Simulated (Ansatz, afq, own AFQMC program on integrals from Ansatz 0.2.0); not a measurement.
AFQMC on a folder of integrals that Ansatz 0.2.0 wrote.

```yaml
crystal:
  periodic: [false, false, false]
  atoms:
    - {symbol: C, position_ang: [-1.172903, 0.000000, 0.000000]}
    - {symbol: H, position_ang: [-1.536109, 1.027301, 0.000000]}
    - {symbol: H, position_ang: [-1.536109, -0.513650, 0.889668]}
    - {symbol: H, position_ang: [-1.536109, -0.513650, -0.889669]}
    - {symbol: H, position_ang: [0.170097, 0.000000, 0.000000]}
    - {symbol: O, position_ang: [1.160097, 0.000000, 0.000000]}
basis:
  gaussian: {orbitals: cc-pVTZ}
magnetization: {spin_polarized: true, initial_magnetization: 2}
correlation: {method: ccsd_t, electrons: outside_noble_gas, hamiltonian_folder: ham}
```

```sh
$ ansatz run in.yaml --threads 1 --pin off --events-out ev --progress --plain --max-ram 24576MiB --backend cuda --devices 0, --max-vram 18GiB
```

Options of the walk:

```
--method phaseless --trial cisd --walkers 600 --populations 10 --least-time 60 --time-step 0.005 --steps-per-block 50 --equilibration-blocks 28 --max-blocks 4000 --target-error 0.00022 --factor-cut 1e-05 --start spin_pure --seed 358 --release-times 0.24,0.51,0.99,1.62,2.4 --release-step 0.03 --release-every 3 --taylor-order 6
```

Times are imaginary, in 1/Eh. The walk had a cap of 235 s. With eight or more populations the least sampling time is a fifth of least-time, and the error comes from their spread.

Log:

```
orbitals 114  electrons 8 6  factors 655 of 655
reference energy -114.95732258 Eh
CCSD correlation -0.40486521 Eh in 11 cycles, weight of the determinant in the CISD state 0.8865
energy of the start -115.360662 Eh
 block  time / (1/Eh)  mean weight  energy / Eh
     1     0.250  0.9997  -115.358587
     2     0.500  0.9989  -115.365049
     3     0.750  0.9994  -115.370874
     4     1.000  1.0001  -115.370645
     5     1.250  1.0005  -115.372545
     7     1.750  1.0011  -115.373840
     9     2.250  1.0003  -115.374800
    13     3.250  0.9998  -115.374471
    19     4.750  0.9994  -115.374981
    25     6.250  1.0002  -115.374164
    31     7.750  0.9994  -115.375837
    37     9.250  0.9995  -115.373486
    43    10.750  1.0001  -115.373789
    49    12.250  0.9994  -115.374244
    55    13.750  0.9989  -115.376696
    61    15.250  0.9985  -115.373118
    64    16.000  1.0007  -115.371576
    67    16.750  1.0011  -115.373206
    73    18.250  0.9999  -115.374658
    79    19.750  1.0008  -115.375190
    85    21.250  0.9989  -115.375740
    91    22.750  0.9991  -115.377725
    94    23.500  1.0007  -115.383773
    97    24.250  1.0004  -115.375798
   103    25.750  0.9992  -115.372188
   109    27.250  0.9991  -115.375006
   115    28.750  1.0002  -115.378886
   121    30.250  1.0002  -115.374801
   127    31.750  1.0005  -115.377013
error from the spread of 10 populations
released: time / (1/Eh)  energy / Eh  error  mean overlap
  0.24  -115.375142  0.000325  0.9939
  0.51  -115.375535  0.000286  0.9839
  0.99  -115.375094  0.000299  0.9916
  1.62  -115.375262  0.000309  1.0068
  2.40  -115.375524  0.000740  1.0083
energy -115.375164 +/- 0.000207 Eh
(rows thinned)
```

The run passed its tests (sampling time, drift between the halves within three errors, error under three times the target), which doesn't prove that it has relaxed. The second half of the sampling lies below the first by 1.9 errors of their difference, so the energy may still be moving and its error bar be too small.

Against this walk (error 5.6 meV) on the same determinant: CCSD(T) 27.4 meV higher. The error is statistical and leaves out the bias of the constraint. Released to 1.62 1/Eh the energy moves by -3 ± 10 meV (both errors), within twice the noise.

Cautions: constraint bias not in the error; lower spins were not checked.

The walk took 2.8 min on 1 × NVIDIA H100 80GB HBM3 with 2 threads of AMD EPYC 7R13 Processor (Zen 3), with other jobs on the host (the card was shared). The log's last line is the phaseless energy.

A walk keeps the symmetry of its determinant, which the program's search chose and which needn't be the lowest solution, so a lower state of the same spin and another symmetry isn't excluded.
